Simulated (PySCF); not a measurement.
# A workflow on C2H4O (oxirane), part 3 of 3

PySCF 2.14.0. The steps go on from the part before.

## (5) Attachment energies at EOM-CCSD/STO-3G (root kind ea) (run 4)

File job.py:

```python
# C1CO1
import numpy
from pyscf import gto, scf, cc

mol = gto.M(
    atom='''
C     -0.605896    -0.278351    -0.275688
C      0.653027     0.190015     0.321864
O     -0.357339     1.117224    -0.085609
H     -0.612741    -0.622868    -1.321186
H     -1.381222    -0.717279     0.370948
H      0.803518     0.096069     1.408237
H      1.572191     0.190503    -0.283863
''',
    verbose=4,
    spin=0,
    max_memory=1860,
    basis='sto-3g',
)

calc0 = scf.RHF(mol)
calc0.kernel()

mycc = cc.CCSD(calc0, frozen=3)
mycc.kernel()
e_tot = mycc.e_tot
print('Final energy', e_tot)

e, vec = mycc.eaccsd(nroots=3)
roots = numpy.atleast_1d(e) * 27.211386
print('EOM-EA-CCSD roots (eV)')
for i, w in enumerate(roots, 1):
    print('%3d %10.4f' % (i, w))
```

Command:

```
OMP_NUM_THREADS=1 python job.py
```

Output:

```text
PySCF version 2.14.0

[INPUT] num. atoms = 7
[INPUT] num. electrons = 24
[INPUT] charge = 0
[INPUT] spin (= nelec alpha-beta = 2S) = 0
[INPUT] symmetry False subgroup None
[INPUT] Mole.unit = angstrom
[INPUT] Symbol           X                Y                Z      unit          X                Y                Z       unit  Magmom
[INPUT]  1 C     -0.605896000000  -0.278351000000  -0.275688000000 AA   -1.144977499969  -0.526007156499  -0.520974815829 Bohr   0.0
[INPUT]  2 C      0.653027000000   0.190015000000   0.321864000000 AA    1.234042181946   0.359076309559   0.608234809357 Bohr   0.0
[INPUT]  3 O     -0.357339000000   1.117224000000  -0.085609000000 AA   -0.675272843626   2.111247379791  -0.161777563798 Bohr   0.0
[INPUT]  4 H     -0.612741000000  -0.622868000000  -1.321186000000 AA   -1.157912675292  -1.177049931756  -2.496679699610 Bohr   0.0
[INPUT]  5 H     -1.381222000000  -0.717279000000   0.370948000000 AA   -2.610131297224  -1.355460864902   0.700990126455 Bohr   0.0
[INPUT]  6 H      0.803518000000   0.096069000000   1.408237000000 AA    1.518428956158   0.181544099061   2.661182248479 Bohr   0.0
[INPUT]  7 H      1.572191000000   0.190503000000  -0.283863000000 AA    2.971010405506   0.359998495908  -0.536423326897 Bohr   0.0

nuclear repulsion = 74.9069506162369
number of shells = 13
number of NR pGTOs = 57
number of NR cGTOs = 19
basis = sto-3g
ecp = {}

******** <class 'pyscf.scf.hf.RHF'> ********
method = RHF
initial guess = minao
damping factor = 0
level_shift factor = 0
DIIS = <class 'pyscf.scf.diis.CDIIS'>
diis_start_cycle = 1
diis_space = 8
diis_damp = 0
SCF conv_tol = 1e-09
SCF conv_tol_grad = None
SCF max_cycles = 50
direct_scf = True
direct_scf_tol = 1e-13
Set gradient conv threshold to 3.16228e-05
Initial guess from minao.
init E= -151.445806342589
  HOMO = -0.271380044586559  LUMO = 0.314636237409522  gap/eV = 15.94632
cycle= 1 E= -150.83493993592  delta_E= 0.611  |g|= 0.489  |ddm|= 3.19
  HOMO = -0.216088865596724  LUMO = 0.433032453283681  gap/eV = 17.66349
cycle= 2 E= -150.914549297951  delta_E= -0.0796  |g|= 0.205  |ddm|= 0.896
  HOMO = -0.354284036696522  LUMO = 0.456360924478454  gap/eV = 22.05877
cycle= 3 E= -150.927141201015  delta_E= -0.0126  |g|= 0.0271  |ddm|= 0.256
  HOMO = -0.365508557846899  LUMO = 0.454754136184526  gap/eV = 22.32048
cycle= 4 E= -150.927578201025  delta_E= -0.000437  |g|= 0.00249  |ddm|= 0.0686
  HOMO = -0.364452610990777  LUMO = 0.455696881205635  gap/eV = 22.31740
cycle= 5 E= -150.927582545329  delta_E= -4.34e-06  |g|= 0.000588  |ddm|= 0.00646
  HOMO = -0.364864458165085  LUMO = 0.455570668131639  gap/eV = 22.32518
cycle= 6 E= -150.927582806758  delta_E= -2.61e-07  |g|= 0.000112  |ddm|= 0.00168
  HOMO = -0.364866872365001  LUMO = 0.455595744952362  gap/eV = 22.32592
cycle= 7 E= -150.927582817304  delta_E= -1.05e-08  |g|= 2.25e-05  |ddm|= 0.000308
  HOMO = -0.364867545606893  LUMO = 0.455590125553405  gap/eV = 22.32579
cycle= 8 E= -150.927582817747  delta_E= -4.42e-10  |g|= 3.49e-06  |ddm|= 7.42e-05
  HOMO = -0.364866438038707  LUMO = 0.455591324019171  gap/eV = 22.32579
Extra cycle  E= -150.927582817754  delta_E= -6.68e-12  |g|= 1.31e-06  |ddm|= 6.57e-06
converged SCF energy = -150.927582817754

******** <class 'pyscf.cc.ccsd.CCSD'> ********
CC2 = 0
CCSD nocc = 9, nmo = 16
frozen orbitals 3
max_cycle = 50
direct = 0
conv_tol = 1e-07
conv_tol_normt = 1e-05
diis_space = 6
diis_start_cycle = 0
diis_start_energy_diff = 1e+09
Init t2, MP2 energy = -151.077341077366  E_corr(MP2) -0.149758259612515
Init E_corr(CCSD) = -0.149758259613311
cycle = 1  E_corr(CCSD) = -0.178309286930938  dE = -0.0285510273  norm(t1,t2) = 0.0516696
cycle = 2  E_corr(CCSD) = -0.187439201534641  dE = -0.0091299146  norm(t1,t2) = 0.0179423
cycle = 3  E_corr(CCSD) = -0.192319518779716  dE = -0.00488031725  norm(t1,t2) = 0.00760607
cycle = 4  E_corr(CCSD) = -0.192723704205744  dE = -0.000404185426  norm(t1,t2) = 0.00143218
cycle = 5  E_corr(CCSD) = -0.192731502535913  dE = -7.79833017e-06  norm(t1,t2) = 0.000524496
cycle = 6  E_corr(CCSD) = -0.192730768377284  dE = 7.34158629e-07  norm(t1,t2) = 6.38816e-05
cycle = 7  E_corr(CCSD) = -0.192730043655021  dE = 7.24722263e-07  norm(t1,t2) = 1.97633e-05
cycle = 8  E_corr(CCSD) = -0.192730367981729  dE = -3.24326708e-07  norm(t1,t2) = 6.7234e-06
cycle = 9  E_corr(CCSD) = -0.192730525944353  dE = -1.57962624e-07  norm(t1,t2) = 2.28219e-06
cycle = 10  E_corr(CCSD) = -0.192730474592906  dE = 5.13514474e-08  norm(t1,t2) = 3.75009e-07
CCSD converged
E(CCSD) = -151.1203132923464  E_corr = -0.192730474592906
Final energy -151.12031329234642

******** <class 'pyscf.cc.eom_rccsd.EOMEA'> ********
max_space = 20
max_cycle = 50
conv_tol = 1e-07
partition = None
EOM-CCSD root 0 E = 0.4372291476149454  qpwt = 0.967978  conv = True
EOM-CCSD root 1 E = 0.5363164697809794  qpwt = 0.949453  conv = True
EOM-CCSD root 2 E = 0.5966820903686978  qpwt = 0.970442  conv = True
EOM-EA-CCSD roots (eV)
  1    11.8976
  2    14.5939
  3    16.2365
```

It took 0.82 s on 1 thread of Arm Neoverse V1, shared host; peak memory 0.1 GiB.

## (6) Summary of results

The summary covers parts 1 to 3.

```
                                                           quantity          value
                    run 1, OLYP-D4/cc-pVDZ: total energy at the end  -153.76724 Eh
                              run 1, OLYP-D4/cc-pVDZ: dipole moment         1.64 D
                                run 1, OLYP-D4/cc-pVDZ: HOMO energy       -5.78 eV
                                run 1, OLYP-D4/cc-pVDZ: LUMO energy        1.21 eV
                              run 1, OLYP-D4/cc-pVDZ: HOMO–LUMO gap        6.99 eV
                          run 1, OLYP-D4/cc-pVDZ: dispersion energy  -51.32 kJ/mol
                               run 2, OLYP-D4/cc-pVDZ: total energy  -153.76723 Eh
                 run 2, OLYP-D4/cc-pVDZ: lowest harmonic wavenumber       794 cm⁻¹
                run 2, OLYP-D4/cc-pVDZ: highest harmonic wavenumber      3134 cm⁻¹
                          run 2, OLYP-D4/cc-pVDZ: zero-point energy   147.0 kJ/mol
                                     run 3, MP2/3-21G: total energy  -152.30273 Eh
             run 3, MP2/3-21G: dipole moment (Hartree–Fock density)         3.11 D
              run 3, MP2/3-21G: HOMO energy (Hartree–Fock orbitals)      -12.13 eV
              run 3, MP2/3-21G: LUMO energy (Hartree–Fock orbitals)        7.71 eV
            run 3, MP2/3-21G: HOMO–LUMO gap (Hartree–Fock orbitals)       19.84 eV
      run 3, MP2/3-21G: correlation energy (3 core orbitals frozen)     -297.4 mEh
                       run 3, MP2/3-21G: solvent term in the energy   -25.7 kJ/mol
          run 4, EOM-CCSD/STO-3G: ground-state or mean-field energy  -151.12031 Eh
       run 4, EOM-CCSD/STO-3G: dipole moment (Hartree–Fock density)         1.46 D
        run 4, EOM-CCSD/STO-3G: HOMO energy (Hartree–Fock orbitals)       -9.93 eV
        run 4, EOM-CCSD/STO-3G: LUMO energy (Hartree–Fock orbitals)       12.40 eV
      run 4, EOM-CCSD/STO-3G: HOMO–LUMO gap (Hartree–Fock orbitals)       22.33 eV
run 4, EOM-CCSD/STO-3G: correlation energy (3 core orbitals frozen)     -192.7 mEh
                              run 4, EOM-CCSD/STO-3G: T1 diagnostic          0.007
    run 4, EOM-CCSD/STO-3G: lowest attachment energy, E(N+1) − E(N)       11.90 eV
```

**Reading.** The program (run 2, OLYP-D4/cc-pVDZ) took a symmetry number of 1 where this shape has 2, so the entropy in its output is too high by R ln(2/1) = 1.38 cal/(mol K). The optimisation (run 1, OLYP-D4/cc-pVDZ) took 7 steps and changed the energy by -0.605 eV. All 15 modes (run 2, OLYP-D4/cc-pVDZ) are real, so the shape is a minimum at this level. At OLYP-D4/cc-pVDZ: The measured dipole moment is 1.89 D (NIST CCCBDB); the computed value is 0.25 D (13 %) too low. Mulliken charges (run 3, MP2/3-21G) of the mean-field density run from -0.63 on O3 to +0.25 on H7; they depend strongly on the basis. A positive attachment energy means an unbound electron; such a root is set by the basis.
